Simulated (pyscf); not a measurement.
**Four-centre exchange: HO–BH–OH + ammonia (NH₃) -> H₂N–B(OH)–OH + hydrogen (H₂)**

Gas phase, singlet surface, charge 0. Bonds broken: B2–H5, N7–H8. Bonds formed: B2–N7, H5–H8. Optimised with ωB97X-D3(BJ)/def2-SVP in PySCF.

Transition state (Å):

```xyz
10

O     -2.3874    -0.0226    -0.0357
B     -1.3410     0.2815    -0.9143
O     -1.6184     1.0318    -2.0481
H     -2.2209    -0.7907     0.5166
H     -0.7369    -1.0674    -1.3262
H     -2.5045     0.8362    -2.3701
N      0.0610     0.6982    -0.3139
H      0.0130    -0.4736    -0.8664
H      0.5006     1.4822    -0.7930
H      0.1105     0.7916     0.6982
```

One imaginary mode, 1560i cm⁻¹; descent along it reached the two sides named, in the forms told below.

```tsv
bond	change	reactant side (Å)	saddle	product side
B2–H5	breaks	1.237	1.534	3.9
N7–H8	breaks	1.020	1.296	2.6
B2–N7	forms	1.733	1.581	1.423
H5–H8	forms	2.595	1.061	0.762
```

Electronic energies relative to the separated reactants (kcal/mol):

```json
[
 {"level": "ωB97X-D3(BJ)/def2-TZVP", "barrier": "35.0", "reaction energy": "-15.9", "reverse barrier": "50.9"},
 {"level": "PBE/def2-TZVP", "barrier": "29.7", "reaction energy": "-14.9", "reverse barrier": "44.6"},
 {"level": "r²SCAN/def2-TZVP", "barrier": "30.7", "reaction energy": "-17.0", "reverse barrier": "47.7"},
 {"level": "B3LYP-D3(BJ)/def2-TZVP", "barrier": "35.1", "reaction energy": "-16.0", "reverse barrier": "51.1"},
 {"level": "PBE0-D3(BJ)/def2-TZVP", "barrier": "30.6", "reaction energy": "-16.0", "reverse barrier": "46.5"},
 {"level": "M06-2X/def2-TZVP", "barrier": "34.2", "reaction energy": "-18.4", "reverse barrier": "52.5"},
 {"level": "ωB97M-D3(BJ)/def2-TZVP", "barrier": "34.3", "reaction energy": "-15.9", "reverse barrier": "50.1"},
 {"level": "HF/def2-TZVP", "barrier": "52.5", "reaction energy": "-14.4", "reverse barrier": "66.9"}
]
```

With ωB97M-D3(BJ)/def2-TZVP energies and thermal terms (ideal gas, 1 atm, RRHO with modes under 100 cm⁻¹ raised to 100, one conformer, R ln 2 for chiral ones without a mode under 150 cm⁻¹), in kcal/mol:

```json
[
 {"T (K)": "298", "ΔH‡": "31.6", "ΔG‡": "42.0", "ΔH": "-19.5", "ΔG": "-17.6"},
 {"T (K)": "600", "ΔH‡": "32.1", "ΔG‡": "52.4", "ΔH": "-17.9", "ΔG": "-16.2"},
 {"T (K)": "900", "ΔH‡": "32.9", "ΔG‡": "62.4", "ΔH": "-16.7", "ΔG": "-15.7"},
 {"T (K)": "1200", "ΔH‡": "33.9", "ΔG‡": "72.1", "ΔH": "-15.9", "ΔG": "-15.5"}
]
```

On the reactant side the descent ends in an adduct with a B–N contact (not fully relaxed), 3.6 kcal/mol under the separated species and 38.5 kcal/mol under the saddle at ωB97X-D3(BJ)/def2-TZVP. What is counted as formed (B–N) is already present as a longer contact in the reactant adduct; forming that adduct is a step of its own. At the saddle there is also a short B–H contact that neither side keeps. The same reactants have a lower exit, to H₂O + H₂N–BH–OH (barrier +26.0 kcal/mol at ωB97M-D3(BJ)/def2-TZVP, against +34.3 kcal/mol here). One saddle was located; it need not be the lowest between these sides.
